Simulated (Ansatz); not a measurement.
Basis-set extrapolation for `[CH]=C[SiH3]` radical (PBE0-D4/def2-TZVP geometry, frozen core, Ansatz). Multiplicity 2, UHF reference.

|  | cc-pV(T+d)Z | cc-pV(Q+d)Z |
| --- | --- | --- |
| HF | -367.535881 | -367.544544 |
| MP2 correlation | -0.407843 | -0.435842 |
| CCSD(T) correlation | -0.477841 | -0.502434 |

Energies in hartree. Use E(X) = E(∞) + A·exp(−5.46·√X) for Hartree–Fock and E(X) = E(∞) + B·X^(−3.05) for correlation, with X = 3 and 4.

Problem. What is the CCSD(T) energy at the basis-set limit?

Solution. HF limit: -367.544544 + (-0.008663) × 0.30130 = -367.54715. Correlation limit: -0.502434 + (-0.024593) × 0.71189 = -0.51994. Total: -368.06709 hartree, 140.1 kJ/mol below CCSD(T)/cc-pV(T+d)Z.

The UHF reference is spin-contaminated (⟨S²⟩ = 0.92, T1 = 0.034).
